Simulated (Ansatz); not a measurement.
Input file for C₃H₆ClN (`CC(Cl)C=N`):

```yaml
crystal:
  periodic: [false, false, false]
  atoms:
    - {symbol: C, position_ang: [-0.472102, -0.354720, 1.226865]}
    - {symbol: C, position_ang: [-0.213671, 0.647707, 0.134522]}
    - {symbol: Cl, position_ang: [0.895851, 1.949291, 0.702908]}
    - {symbol: C, position_ang: [0.396690, 0.078529, -1.112139]}
    - {symbol: N, position_ang: [0.555134, -1.164416, -1.249877]}
    - {symbol: H, position_ang: [0.452888, -0.851206, 1.519188]}
    - {symbol: H, position_ang: [-1.160371, -1.118823, 0.860919]}
    - {symbol: H, position_ang: [-0.908122, 0.136846, 2.096493]}
    - {symbol: H, position_ang: [-1.130491, 1.176981, -0.140030]}
    - {symbol: H, position_ang: [0.678323, 0.824694, -1.864415]}
    - {symbol: H, position_ang: [0.971271, -1.381783, -2.153935]}
basis:
  gaussian: {orbitals: def2-TZVPP}
correlation: {method: ccsd_t}
```

```sh
$ ansatz run in.yaml --threads 4 --pin off --events-out ev --progress --plain --max-ram 10444MiB
```

Output of Ansatz, abridged:

```
Functional definition: HF
1479 factors; integrals over basis functions are off by at most 8.7e-4 eV
mean field evaluation 1: about -17169.5412 eV, gradient 3.7e1 eV
mean field evaluation 2: about -17169.8076 eV, gradient 3.7e1 eV
mean field evaluation 4: about -17173.2855 eV, gradient 4.8e0 eV
mean field evaluation 8: about -17173.3667 eV, gradient 3.7e-1 eV
mean field evaluation 16: about -17173.3677 eV, gradient 2.4e-6 eV
mean field -17173.36773003 eV, -631.1096235518 hartree, gradient 2.4e-6 eV, S^2 0.000000; 0 other end points of the search recorded, 0 dependent functions left out
9 core orbitals not correlated: weight in the atoms' cores, before any rotation towards them, 1.000 or more for the frozen orbitals, at most 0.000 for the correlated occupied ones
reference -17173.36773003 eV, -631.1096235518 hartree; 15, 15 occupied and 226, 226 virtual orbitals, 1479 factors
second order -24.42968386 eV of doubles, -0.00000000 eV of singles
cycle   1  -24.94370516 eV  change   -5.1e-1 eV  update   1.0e-1
cycle   2  -25.54982539 eV  change   -6.1e-1 eV  update   3.0e-2
cycle   3  -25.67544884 eV  change   -1.3e-1 eV  update   1.4e-2
cycle   4  -25.66770056 eV  change    7.7e-3 eV  update   3.5e-3
cycle   5  -25.66858737 eV  change   -8.9e-4 eV  update   1.5e-3
cycle   6  -25.66901242 eV  change   -4.3e-4 eV  update   3.9e-4
cycle   7  -25.66890484 eV  change    1.1e-4 eV  update   1.5e-4
cycle   8  -25.66891375 eV  change   -8.9e-6 eV  update   5.1e-5
cycle   9  -25.66892526 eV  change   -1.2e-5 eV  update   1.8e-5
perturbative correction -1.13549567 eV, -0.0417286961 hartree
Total energy: -17200.17215095 eV, -632.0946678521 hartree
```

Run time 2.1 min (4 threads of an Arm Neoverse V1 on a shared host); peak host memory 5.5 GiB.

The correlation energy is -26.804 eV, 4.2 % of it from (T); the T1 diagnostic reads 0.0107.
